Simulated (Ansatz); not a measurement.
Calculated with Ansatz (gas phase, PBE0-D4/def2-TZVP geometries, no zero-point term in ΔE). CBS: MP2 limit from def2 TZ/QZ plus the TZ coupled-cluster correction, frozen cores. This one scheme is used for every species. DFT in def2-TZVPP. Triplets are unrestricted, without spin–orbit coupling. Each species was taken in one conformer, which may not be the lowest.

`C=CCCCC` → `C=CCCC` + `[CH2]` (triplet)  (formal loss of a carbene)

`C=CCCCC`:

Z-matrix (Å, degrees):
```
C
C 1 1.492
C 1 1.530 2 112.8
H 1 1.094 2 109.6 3 -123.7
H 1 1.097 2 109.0 3 120.3
C 2 1.326 1 125.4 3 121.9
H 2 1.090 1 115.8 3 -57.4
C 3 1.523 1 114.5 2 -61.1
H 3 1.096 1 108.7 2 176.3
H 3 1.096 1 108.7 2 61.1
H 6 1.086 2 121.3 1 0.4
H 6 1.084 2 121.7 1 -179.9
C 8 1.520 3 113.9 1 -62.6
H 8 1.095 3 109.3 1 60.0
H 8 1.095 3 108.5 1 175.5
H 13 1.094 8 111.2 3 -55.8
H 13 1.092 8 111.7 3 64.5
H 13 1.092 8 111.2 3 -175.7
```

`C=CCCC`:

Z-matrix (Å, degrees):
```
C
C 1 1.491
C 1 1.526 2 112.9
H 1 1.095 2 109.7 3 -122.7
H 1 1.098 2 109.3 3 120.8
C 2 1.326 1 125.2 3 119.3
H 2 1.089 1 115.9 3 -59.7
C 3 1.518 1 112.7 2 178.0
H 3 1.095 1 108.9 2 -59.6
H 3 1.096 1 109.2 2 55.8
H 6 1.084 2 121.7 1 -179.4
H 6 1.086 2 121.3 1 0.8
H 8 1.092 3 111.5 1 179.8
H 8 1.094 3 111.1 1 59.7
H 8 1.094 3 111.1 1 -60.0
```

`[CH2]` (triplet):

Z-matrix (Å, degrees):
```
C
H 1 1.079
H 1 1.079 2 134.9
```

CCSD(T)/CBS gives +103.9 kcal/mol.

Task: Another level gave +98.0 kcal/mol. Which?
A. r2SCAN-D4/def2-TZVPP
B. ωB97X-V/def2-TZVPP
C. B2PLYP/def2-TZVPP
D. SCS-MP2/def2-TZVPP

Result: A. r2SCAN-D4 98.0, SCS-MP2/def2-TZVPP 104.4, B2PLYP 100.6, ωB97X-V 106.3 kcal/mol.

Largest T1 diagnostic among the species: 0.011.

In def2-TZVPP, CCSD(T) changes the Hartree–Fock value by +34.2 kcal/mol (the triples alone add +2.8 kcal/mol) and MP2 by +37.5 kcal/mol. From PBE to PBE0 (25 % exact exchange), in def2-TZVPP and without D4, ΔE moves by −1.6 kcal/mol. The D4 term adds +3.5 kcal/mol with B3LYP and +2.0 kcal/mol with PBE0; it sums over pairs of atoms, weighted by their polarisabilities, and B3LYP, whose exchange is more repulsive, gets the larger term.

B3LYP here is the variant with VWN-RPA as its local correlation; programs differ in this.
